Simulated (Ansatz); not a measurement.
## Palladium, fcc: convergence with Gaussian smearing

Computed with Ansatz, PBE, scalar-relativistic PAW, on the relaxed cell (a = 3.947 Å; ferromagnetic, net 0.28 μB per atom). Errors count from a run at 420 eV on a Γ-centred 22×22×22 mesh with Fermi-Dirac smearing of 0.05 eV, extrapolated to zero width. Fixed here: cutoff 420 eV, mesh 14×14×14.

```
width (eV)  E(σ→0) error (meV/atom)  F error (meV/atom)  P (GPa)  sphere moment (μB)  SCF iterations
      0.01                      3.1                 3.0    -0.04                0.46              16
      0.03                      3.0                 2.5     0.01                0.47              16
       0.1                      3.1                -1.9     0.00                0.44              16
       0.3                     -0.4               -46.8     0.02                0.00              19
       0.6                    -31.8              -156.1     0.68                0.00              15
       1.0                    -75.9              -347.6     2.03                0.00              15
```

**Question.** What does the run at 0.2 give (width)?

**Answer.** E(σ→0) error (meV/atom): 6.1; F error (meV/atom): -18.5; P (GPa): -0.16; sphere moment (μB): 0.13; SCF iterations: 20.
